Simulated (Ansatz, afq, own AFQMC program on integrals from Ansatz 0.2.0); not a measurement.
**Where AFQMC and coupled cluster stand for AlSi₂NH₇, doublet**

```xyz
11

Al   -0.9548    1.8104   -0.3219
N    -0.0999    0.2465    0.0009
Si   -0.1000   -0.4621    1.6102
Si    0.8168   -0.5883   -1.2503
H    -0.9083    2.4008   -1.7910
H    -1.6995    2.4973    0.8965
H    -0.0361   -1.9592    1.4993
H    -1.3404   -0.0536    2.3473
H     0.9200    0.2962   -2.4491
H     0.1528   -1.8692   -1.6456
H     2.1933   -0.9148   -0.7625
```

Basis def2-TZVP. Only valence electrons are correlated. AFQMC by an in-house program on the Cholesky factors that Ansatz 0.2.0 writes for its CCSD(T) run. ph-AFQMC/CISD is guided by a CISD state made of CCSD amplitudes; releasing the constraint for a short imaginary time cuts its bias at the price of noise, slowly where states lie close. Error bars are statistical, one sigma.

Determinant: UHF, the one that the program's search chose, which needn't be the lowest solution. The geometry is a PBE0/def2-SVP stationary point of this or a neighbouring charge and spin state.

No full CI on the walks' own integrals is used here. The released AFQMC energy serves as the reference, which it does only where one determinant dominates, the energy is flat over the last release times and near the phaseless one (40 meV or 2 meV an electron, half that with transition metals). On small molecules, where full CI could be run and the noise was under 10 meV, such values lay within 10 meV of it in 19 cases of 20, a flattering rate, since the rule was set on those same cases; what remains of the bias isn't in the error bar.

Cautions: the ph-AFQMC/CISD walk drifts between its halves (2.1 errors); the released value is read at 0.90 1/Eh with a noise of 14 meV, more than in the cases checked (meV from the phaseless value at times in 1/Eh: -51 ± 18 at 0.21, -63 ± 15 at 0.42, -66 ± 25 at 0.63, -23 ± 14 at 0.90).

The T1 diagnostic is 0.0153, the weight of the determinant in the CISD state is 0.786 and the ⟨S²⟩ of the determinant is 0.755. The size of the correlated space is 23 electrons in 168 orbitals.

Reference: AFQMC with the constraint released, correlation energy -15.866 ± 0.014 eV.

| level | E − E(reference) (mEh) | share of correlation (%) |
| --- | --- | --- |
| HF | 583.07 ± 0.53 | 0.00 |
| MP2 | 82.14 ± 0.53 | 85.91 |
| CCSD | 23.49 ± 0.53 | 95.97 |
| CCSD(T) | 2.65 ± 0.53 | 99.55 |
| ph-AFQMC/CISD | 0.86 ± 0.70 | 99.85 |

Released energies are given only where the last usable release times agree within the noise; a slower fall can still hide under it.
